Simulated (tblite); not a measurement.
Computed values, GFN2-xTB/tblite, gas phase, harmonic and unscaled. The method is semi-empirical: single wavenumbers can be off by several per cent or more. One conformer each. Thermal functions are those of the rigid rotor and harmonic oscillator, without mixing of conformers.

Problem. Order these by their ideal-gas entropy at 200 K and 1 bar, highest first (cal/(mol K)).
A. `OCC(F)(F)F`
B. `C=CP1(=O)CCC(=O)CC1`
C. `CC(=O)NC(C)=S`
D. `CC(=O)c1coc(C(=O)Cl)c1C`
E. `CC[C@]1(C(=O)Cl)C[C@H](F)C1`
F. `CCC(C)(C)[P@@](C)(=O)O`

Solution. D (97.0), F (91.6), E (90.1), B (87.3), C (79.9), A (70.3).

```json
{"SMILES": "CC(=O)c1coc(C(=O)Cl)c1C", "atoms": "19", "mass (u)": "186.01", "symmetry number": "1", "modes under 300 cm⁻¹": "11", "ZPE (kcal/mol)": "82.8", "S translation (cal/(mol K))": "39.6", "S rotation": "30.1", "S vibration": "27.4", "S": "97.0", "Cp": "34.3"}
{"SMILES": "CCC(C)(C)[P@@](C)(=O)O", "atoms": "24", "mass (u)": "150.08", "symmetry number": "1", "modes under 300 cm⁻¹": "13", "ZPE (kcal/mol)": "127.8", "S translation (cal/(mol K))": "39.0", "S rotation": "28.1", "S vibration": "24.5", "S": "91.6", "Cp": "37.1"}
{"SMILES": "CC[C@]1(C(=O)Cl)C[C@H](F)C1", "atoms": "20", "mass (u)": "164.04", "symmetry number": "1", "modes under 300 cm⁻¹": "8", "ZPE (kcal/mol)": "98.5", "S translation (cal/(mol K))": "39.2", "S rotation": "29.1", "S vibration": "21.8", "S": "90.1", "Cp": "29.8"}
{"SMILES": "C=CP1(=O)CCC(=O)CC1", "atoms": "21", "mass (u)": "158.05", "symmetry number": "1", "modes under 300 cm⁻¹": "8", "ZPE (kcal/mol)": "104.1", "S translation (cal/(mol K))": "39.1", "S rotation": "28.6", "S vibration": "19.5", "S": "87.3", "Cp": "30.4"}
{"SMILES": "CC(=O)NC(C)=S", "atoms": "14", "mass (u)": "117.02", "symmetry number": "1", "modes under 300 cm⁻¹": "5", "ZPE (kcal/mol)": "66.8", "S translation (cal/(mol K))": "38.2", "S rotation": "27.2", "S vibration": "14.5", "S": "79.9", "Cp": "23.7"}
{"SMILES": "OCC(F)(F)F", "atoms": "9", "mass (u)": "100.01", "symmetry number": "1", "modes under 300 cm⁻¹": "2", "ZPE (kcal/mol)": "33.9", "S translation (cal/(mol K))": "37.8", "S rotation": "25.3", "S vibration": "7.3", "S": "70.3", "Cp": "17.8"}
```

Entropies and Cp are for 200 K and 1 bar.
